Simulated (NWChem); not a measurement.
Everything below was run with NWChem. System: CH2, charge 1, spin multiplicity 2, at the geometry of a parent with another charge or spin, in a state set for the comparison that need not be this species' ground state. Its SCF solution wasn't tested for a lower state. Level: UMP2/def2-TZVP, 1 core orbitals frozen.

The NWChem input:

```
start mol
memory heap 200 mb stack 900 mb global 1100 mb
charge 1
geometry units angstroms nocenter noautoz
  C      0.000000     0.000000     0.179936
  H      0.862169     0.000000    -0.539807
  H     -0.862169     0.000000    -0.539807
  symmetry group C2v
end
basis spherical
  * library def2-tzvp
end
scf
  uhf
  nopen 1
  maxiter 100
  thresh 1e-7
  semidirect memsize 60000000 filesize 0
  # guess.movecs holds the orbitals of an unrestricted PBE0 run
  vectors input guess.movecs output mol.movecs
end
mp2
  freeze core 1
end
task mp2 energy
```

NWChem printed:

```
             Northwest Computational Chemistry Package (NWChem) 7.3.0
             --------------------------------------------------------

                                NWChem Input Module
                                -------------------

 Scaling coordinates for geometry "geometry" by  1.889725989
 (inverse scale =  0.529177249)

 Turning off AUTOSYM since
 SYMMETRY directive was detected!

                             Geometry "geometry" -> ""
                             -------------------------

 Output coordinates in angstroms (scale by  1.889725989 to convert to a.u.)

  No.       Tag          Charge          X              Y              Z
 ---- ---------------- ---------- -------------- -------------- --------------
    1 C                    6.0000     0.00000000     0.00000000     0.17993600
    2 H                    1.0000     0.86216900     0.00000000    -0.53980700
    3 H                    1.0000    -0.86216900     0.00000000    -0.53980700

 Effective nuclear repulsion energy (a.u.)       5.9609673148

            Nuclear Dipole moment (a.u.)
            ----------------------------
        X                 Y               Z
 ---------------- ---------------- ----------------
     0.0000000000     0.0000000000     0.0000037795

      Symmetry information
      --------------------

 Group name             C2v
 Group number             16
 Group order               4
 No. of unique centers     2

      Symmetry unique atoms

     1    2


 Summary of "ao basis" -> "" (spherical)
 ------------------------------------------------------------------------------
       Tag                 Description            Shells   Functions and Types
 ---------------- ------------------------------  ------  ---------------------
 *                         def2-tzvp                  on all atoms

 Summary of "ao basis" -> "ao basis" (spherical)
 ------------------------------------------------------------------------------
       Tag                 Description            Shells   Functions and Types
 ---------------- ------------------------------  ------  ---------------------
 C                         def2-tzvp                11       31   5s3p2d1f
 H                         def2-tzvp                 4        6   3s1p

                                 NWChem SCF Module
                                 -----------------

  ao basis        = "ao basis"
  functions       =    43
  atoms           =     3
  alpha electrons =     4
  beta  electrons =     3
  charge          =   1.00
  wavefunction    = UHF
  use symmetry    = T
  symmetry adapt  = T

 Summary of "ao basis" -> "ao basis" (spherical)
 ------------------------------------------------------------------------------
       Tag                 Description            Shells   Functions and Types
 ---------------- ------------------------------  ------  ---------------------
 C                         def2-tzvp                11       31   5s3p2d1f
 H                         def2-tzvp                 4        6   3s1p

      Symmetry analysis of basis
      --------------------------

        a1         19
        a2          4
        b1         12
        b2          8

 Forming initial guess at       0.0s

   Symmetry analysis of molecular orbitals - initial alpha
   -------------------------------------------------------

  Numbering of irreducible representations:

     1 a1          2 a2          3 b1          4 b2

  Orbital symmetries:

     1 a1          2 a1          3 b1          4 a1          5 b2
     6 a1          7 b1          8 a1          9 b1         10 b2
    11 a1         12 b1         13 a1         14 a1

   Symmetry analysis of molecular orbitals - initial beta
   ------------------------------------------------------

  Numbering of irreducible representations:

     1 a1          2 a2          3 b1          4 b2

  Orbital symmetries:

     1 a1          2 a1          3 b1          4 a1          5 b2
     6 a1          7 b1          8 b1          9 b2         10 a1
    11 a1         12 b1         13 a1         14 a2

 Starting SCF solution at       0.1s

 ----------------------------------------------
         Quadratically convergent UHF

 Convergence threshold     :          1.000E-07
 Maximum no. of iterations :          100
 Integral*density screening:          1.000E-09
 ----------------------------------------------

              iter       energy          gnorm     gmax       time
             ----- ------------------- --------- --------- --------
                 1      -38.5504074074  2.49D-01  8.34D-02      0.1
                 2      -38.5539977969  8.54D-03  4.51D-03      0.2
                 3      -38.5540276778  3.08D-05  7.82D-06      0.2
                 4      -38.5540276780  2.32D-09  7.51D-10      0.2

       Final UHF  results
       ------------------

         Total SCF energy =    -38.554027677988
      One electron energy =    -60.262386692810
      Two electron energy =     15.747391700015
 Nuclear repulsion energy =      5.960967314807

                       Sz =      0.5000
                 Sz(Sz+1) =      0.7500
                      S^2 =      0.7538

        Time for solution =      0.2s

       Symmetry analysis of molecular orbitals - alpha
       -----------------------------------------------

  Numbering of irreducible representations:

     1 a1          2 a2          3 b1          4 b2

  Orbital symmetries:

     1 a1          2 a1          3 b1          4 a1          5 b2
     6 a1          7 b1          8 a1          9 b1         10 b2
    11 a1         12 b1         13 a1         14 a1
[...]
   Bfn.  Coefficient  Atom+Function         Bfn.  Coefficient  Atom+Function
  ----- ------------  ---------------      ----- ------------  ---------------
    34     -1.637516  2 H  s                 40     -1.637516  3 H  s
     5      1.554732  1 C  s                 14     -0.783496  1 C  pz
     4      0.518440  1 C  s                  3      0.162149  1 C  s

 Vector    7  Occ=0.000000D+00  E=-4.664001D-02  Symmetry=b1
              MO Center=  2.7D-15, -9.5D-32, -6.4D-01, r^2= 3.7D+00
   Bfn.  Coefficient  Atom+Function         Bfn.  Coefficient  Atom+Function
  ----- ------------  ---------------      ----- ------------  ---------------
    34      1.926125  2 H  s                 40     -1.926125  3 H  s
    12     -1.218541  1 C  px                 6     -0.260344  1 C  px
     9     -0.221931  1 C  px

                     UHF Final Beta Molecular Orbital Analysis
                     -----------------------------------------

 Vector    2  Occ=1.000000D+00  E=-1.217518D+00  Symmetry=a1
              MO Center= -7.5D-18,  1.3D-17, -2.1D-01, r^2= 7.9D-01
   Bfn.  Coefficient  Atom+Function         Bfn.  Coefficient  Atom+Function
  ----- ------------  ---------------      ----- ------------  ---------------
     4      0.401060  1 C  s                  3      0.334251  1 C  s
     2     -0.202497  1 C  s

 Vector    3  Occ=1.000000D+00  E=-9.156187D-01  Symmetry=b1
              MO Center=  1.9D-17, -4.7D-33, -1.4D-01, r^2= 1.1D+00
   Bfn.  Coefficient  Atom+Function         Bfn.  Coefficient  Atom+Function
  ----- ------------  ---------------      ----- ------------  ---------------
     6      0.357292  1 C  px                 9      0.318371  1 C  px
    33      0.198938  2 H  s                 39     -0.198938  3 H  s

 Vector    4  Occ=0.000000D+00  E=-2.916233D-01  Symmetry=a1
              MO Center=  5.4D-17, -2.8D-18,  4.3D-01, r^2= 1.5D+00
   Bfn.  Coefficient  Atom+Function         Bfn.  Coefficient  Atom+Function
  ----- ------------  ---------------      ----- ------------  ---------------
     5      0.445676  1 C  s                 14      0.293092  1 C  pz
     8      0.276681  1 C  pz                11      0.262995  1 C  pz
     4      0.243839  1 C  s                  3      0.165371  1 C  s
    34     -0.156160  2 H  s                 40     -0.156160  3 H  s

 Vector    5  Occ=0.000000D+00  E=-2.793920D-01  Symmetry=b2
              MO Center= -4.4D-16,  3.9D-15,  1.2D-01, r^2= 1.5D+00
   Bfn.  Coefficient  Atom+Function         Bfn.  Coefficient  Atom+Function
  ----- ------------  ---------------      ----- ------------  ---------------
    13      0.449731  1 C  py                10      0.381334  1 C  py
     7      0.358523  1 C  py

 Vector    6  Occ=0.000000D+00  E=-7.538016D-02  Symmetry=a1
              MO Center=  1.3D-16, -3.0D-16, -5.8D-01, r^2= 4.4D+00
   Bfn.  Coefficient  Atom+Function         Bfn.  Coefficient  Atom+Function
  ----- ------------  ---------------      ----- ------------  ---------------
    34     -1.664927  2 H  s                 40     -1.664927  3 H  s
     5      1.561968  1 C  s                 14     -0.861577  1 C  pz
     4      0.523832  1 C  s

 center of mass
 --------------
 x =   0.00000000 y =   0.00000000 z =   0.14442554

 moments of inertia (a.u.)
 ------------------
           3.192535213926           0.000000000000           0.000000000000
           0.000000000000           8.543075042059           0.000000000000
           0.000000000000           0.000000000000           5.350539828133

  Mulliken analysis of the total density
  --------------------------------------

    Atom       Charge   Shell Charges
 -----------   ------   -------------------------------------------------------
    1 C    6     5.62   0.86  1.12  0.61  0.81  0.07  0.94  1.02  0.15  0.01  0.03  0.00
    2 H    1     0.69   0.23  0.40  0.04  0.02
    3 H    1     0.69   0.23  0.40  0.04  0.02

  Mulliken analysis of the alpha density
  --------------------------------------

    Atom       Charge   Shell Charges
 -----------   ------   -------------------------------------------------------
    1 C    6     3.30   0.43  0.56  0.36  0.46  0.04  0.65  0.69  0.10  0.00  0.01  0.00
    2 H    1     0.35   0.12  0.20  0.02  0.01
    3 H    1     0.35   0.12  0.20  0.02  0.01

   Mulliken analysis of the beta density
   -------------------------------------

    Atom       Charge   Shell Charges
 -----------   ------   -------------------------------------------------------
    1 C    6     2.32   0.43  0.56  0.25  0.35  0.03  0.30  0.33  0.05  0.01  0.02  0.00
    2 H    1     0.34   0.11  0.19  0.02  0.01
    3 H    1     0.34   0.11  0.19  0.02  0.01

   Mulliken analysis of the spin density
   -------------------------------------

    Atom       Charge   Shell Charges
 -----------   ------   -------------------------------------------------------
    1 C    6     0.98   0.00 -0.01  0.11  0.12  0.00  0.35  0.36  0.06 -0.00 -0.01  0.00
    2 H    1     0.01   0.01  0.01 -0.00  0.00
    3 H    1     0.01   0.01  0.01 -0.00  0.00

       Multipole analysis of the density wrt the origin
       ------------------------------------------------

     L   x y z        total         alpha         beta         nuclear
     -   - - -        -----         -----         ----         -------
     0   0 0 0      1.000000     -4.000000     -3.000000      8.000000

     1   1 0 0      0.000000      0.000000      0.000000      0.000000
     1   0 1 0     -0.000000     -0.000000     -0.000000      0.000000
     1   0 0 1     -0.284221     -0.602308      0.318084      0.000004

     2   2 0 0     -2.910783     -4.383857     -3.835922      5.308997
     2   1 1 0     -0.000000      0.000000     -0.000000      0.000000
     2   1 0 1      0.000000      0.000000      0.000000      0.000000
     2   0 2 0     -3.239483     -1.912728     -1.326755      0.000000
     2   0 1 1     -0.000000      0.000000     -0.000000      0.000000
     2   0 0 2     -3.198971     -4.096042     -1.877807      2.774878

                   NWChem MP2 Semi-direct Energy/Gradient Module
                   ---------------------------------------------

  Basis functions       =     43
  Molecular orbitals    =     43
  Frozen core           =      1
  Frozen virtuals       =      0
  Active alpha occupied =      3
  Active beta occupied  =      2
  Active alpha virtual  =     39
  Active beta virtual   =     40
  Use MO symmetry       = T
  Use skeleton AO sym   = T

  AO/Fock/Back tols     =   1.0D-09  1.0D-09  1.0D-09

 GA uses MA = F    GA memory limited = T

 Available:
  local mem=  1.26D+08
 global mem=  1.44D+08
 local disk=  0.00D+00
  mp2_memr nvloc                    39
  nvloc new                    39
   1 passes of   3:        3145728                       9619                    379542.
   1 passes of   3: M    126153723           G      144175502           F     123007995.

 Semi-direct pass number   1 of   1  for UHF alpha       at        0.3s
  vrange nnbf                   946
  mp2_eaftype                    10  avail_ma_in_mb                  1099
 EAF : mp2_eaftype filesize          10     189771.
  mp2_eaf for mointskh                     10
Node 0 wrote      0.9 Mb in      0.0 s     Agg I/O rate:  2412.1 Mb/s
 Done moints_semi at        0.5s
  mp2_eaftype                    10  avail_ma_in_mb                  1089
 EAF : mp2_eaftype filesize          10     189771.
  mp2_eaf for kh                    10
 Done maket at        0.5s
 Done multipass loop at        0.5s

 GA uses MA = F    GA memory limited = T

 Available:
  local mem=  1.26D+08
 global mem=  1.44D+08
 local disk=  0.00D+00
  mp2_memr nvloc                    40
  nvloc new                    40
   1 passes of   2:        3145728                       7770                    260535.
   1 passes of   2: M    126153723           G      144175502           F     123007995.

 Semi-direct pass number   1 of   1  for UHF beta        at        0.6s
  vrange nnbf                   946
  mp2_eaftype                    10  avail_ma_in_mb                  1099
 EAF : mp2_eaftype filesize          10     130268.
  mp2_eaf for mointskh                     10
Node 0 wrote      0.6 Mb in      0.0 s     Agg I/O rate:  2402.7 Mb/s
 Done moints_semi at        0.8s
  mp2_eaftype                    10  avail_ma_in_mb                  1089
 EAF : mp2_eaftype filesize          10     130268.
  mp2_eaf for kh                    10
 Done maket at        0.8s
 Done multipass loop at        0.8s

          -------------------------------------------
          SCF energy                 -38.554027677988
          Correlation energy          -0.092031481868
          Singlet pairs                0.000000000000
          Triplet pairs                0.000000000000
          Total MP2 energy           -38.646059159856
          -------------------------------------------

          ---------------------------------------------------
                    Spin Component Scaled (SCS) MP2
          Same spin pairs                     -0.012620924152
          Same spin scaling factor             0.333333333333
          Opposite spin pairs                 -0.079410557717
          Opposite spin scaling fact.          1.200000000000
          SCS-MP2 correlation energy          -0.099499643977
          Total SCS-MP2 energy               -38.653527321965
          ---------------------------------------------------

 -----------------------
 Performance information
 -----------------------

 Timer overhead =  2.00D-07 seconds/call

               Nr. of calls         CPU time (s)                 Wall time (s)                GFlops
             ---------------    -------------------     ------------------------------   -------------------
Name         Min   Avg   Max    Min     Avg     Max     Min     Avg     Max   Mx/calls   Min     Max     Sum
mp2: moin     2     2     2   0.48    0.48    0.48     0.48    0.48    0.48    0.24      0.0     0.0     0.0
mp2: make     2     2     2   1.32E-2 1.32E-2 1.32E-2  1.32E-2 1.32E-2 1.32E-2 6.60E-3   0.0     0.0     0.0
mp2: tota     1     1     1   0.56    0.56    0.56     0.56    0.56    0.56    0.56      0.0     0.0     0.0

 The average no. of pstat calls per process was 5.00D+00
 with a timing overhead of 1.00D-06s

 Task  times  cpu:        0.8s     wall:        0.8s

 Total times  cpu:        0.8s     wall:        0.8s
```
